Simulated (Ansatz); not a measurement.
Two shapes of singlet PH3.

Shape 1:

```xyz
4

P     0.0274   -0.0371    0.1495
H     1.1948   -0.0001   -0.6009
H    -0.6180    1.0376   -0.6968
H    -0.6345   -1.0155   -0.6784
```

Shape 2:

```xyz
4

P     0.0000    0.0000    0.1406
H     1.2922    0.0000   -0.7030
H    -0.6461    1.1191   -0.7030
H    -0.6461   -1.1191   -0.7030
```

Basis set: 6-31G* (spherical functions). Frozen core: 5 orbitals. Charge 0, multiplicity 1.

Computed with Ansatz (development build ahead of 0.2.0); each method stands on the lowest determinant of its kind that the runs found.

Which shape is lower in energy, and by how much in each method?

```json
{"method": "RHF", "E(2) − E(1) (eV)": "0.394"}
{"method": "RHF-MP2", "E(2) − E(1) (eV)": "0.314"}
```

Shape 1 is lower.
